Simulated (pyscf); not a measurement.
`[O][PH2]` [doublet] + `[SiH4]` → `[OH][PH2]` + `[SiH3]` [doublet], a hydrogen abstraction (doublet surface; H–Si broken, H–O formed). Optimised with ωB97X-D3(BJ)/def2-SVP in PySCF. Correlated levels are frozen-core, on RHF or UHF. ΔMP2 is the change of the MP2 total energy from the triple- to the quadruple-zeta basis. Energies in eV from the separated reactants.

Small-basis levels: PySCF, no dispersion term, spherical d functions. Open shells are spin-unrestricted. 

Q: Quick BP86/6-31G* single points give ΔE‡ = 0.56 eV and ΔE = +0.44 eV. What does CCSD(T)/def2-TZVPP + ΔMP2(QZVPP) give, and how far is the quick result from it?

A: CCSD(T)/def2-TZVPP + ΔMP2(QZVPP) gives ΔE‡ = 0.96 eV and ΔE = +0.28 eV. BP86/6-31G* lies 0.40 eV under it in the barrier and 0.17 eV over it in the reaction energy, so on this step it does not hold to within 0.13 eV. CCSD(T)/def2-TZVPP + ΔMP2(QZVPP) has limits of its own. •O–PH₂ lies 0.36 eV over its isomer HO–PH• (electronic energy, ωB97M-D3(BJ)/def2-TZVP). This is the saddle that the search found; another between the same sides may lie lower. The angle at the transferred H is 163°. The CCSD(T) − MP2 part came from Ansatz, without density fitting, on the same reference.
